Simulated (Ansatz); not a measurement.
# CH₃BCl− (SMILES B[CH-]Cl): single points off equilibrium

One table from this session's results is given with a row withheld; the runs are named, their logs left out.

The runs use Ansatz 0.2.0, Gaussian basis; single points in def2-TZVPPD.

Correlated methods freeze the cores.

**The starting structure**

SMILES `B[CH-]Cl`, 6 atoms, charge -1, spin multiplicity 1.

Atoms are counted from 1 here; the program's logs count them from 0.

Bond lengths: B1–C2 1.412 Å, B1–H4 1.253 Å, B1–H5 1.193 Å, C2–Cl3 1.766 Å, C2–H6 1.106 Å. Angles: C2–B1–H4 125.0°, C2–B1–H5 118.6°, H4–B1–H5 116.3°, B1–C2–Cl3 125.0°, B1–C2–H6 127.5°, Cl3–C2–H6 107.3°.

As a file:

```
B    -0.5474    0.0691   -0.5748
C     0.3955    0.0986    0.4754
Cl    1.1993   -1.3190    1.1563
H    -0.9870   -0.9712   -1.1177
H    -1.0155    1.0996   -0.9517
H     0.8240    0.9897    0.9707
```

Set-up of the first run:

run/in.yaml

```yaml
crystal:
  periodic: [false, false, false]
  atoms:
    - {symbol: B, position_ang: [-0.547400, 0.069100, -0.574800]}
    - {symbol: C, position_ang: [0.395500, 0.098600, 0.475400]}
    - {symbol: Cl, position_ang: [1.199300, -1.319000, 1.156300]}
    - {symbol: H, position_ang: [-0.987000, -0.971200, -1.117700]}
    - {symbol: H, position_ang: [-1.015500, 1.099600, -0.951700]}
    - {symbol: H, position_ang: [0.824000, 0.989700, 0.970700]}
basis:
  gaussian: {orbitals: "def2-TZVPPD.json"}
total_charge: -1
correlation: {method: ccsd_t}
output: {forces: true}
```

The basis file named in the input lies beside it (Basis Set Exchange, JSON).

No record of the launch command was kept for these runs.

Steps of the session up to this table: CCSD(T)/def2-TZVPPD; PBE0-D4/def2-TZVPPD; wB97M-V/def2-TZVPPD; r2SCAN-D4/def2-TZVPPD; PBE-D4/def2-TZVPPD; r2SCANh-D4/def2-TZVPPD; r2SCAN0-D4/def2-TZVPPD.

One of the session's tables, all rows but one given; the rest of the session is left out.

```
    method  RMS force component (eV/Å)  angle to CCSD(T) forces (°)
   CCSD(T)                       0.766                    reference
   PBE0-D4                       0.619                          8.5
   wB97M-V                       0.637                         10.8
 r2SCAN-D4                       0.646                          8.8
    PBE-D4                       0.641                          8.4
r2SCANh-D4                       0.639                          9.3
r2SCAN0-D4                           ?                            ?
```

Estimate the missing values for r2SCAN0-D4.

Worked estimate for «RMS force component (eV/Å)». Against the share of exact exchange, r2SCAN-D4 (0, 0.646), r2SCANh-D4 (0.1, 0.639) give a slope of -0.070 per unit share; at 0.25 the line stands at 0.628.

The run gave: RMS force component (eV/Å): 0.632; angle to CCSD(T) forces (°): 11.8. In «RMS force component (eV/Å)» the line misses by -0.004.
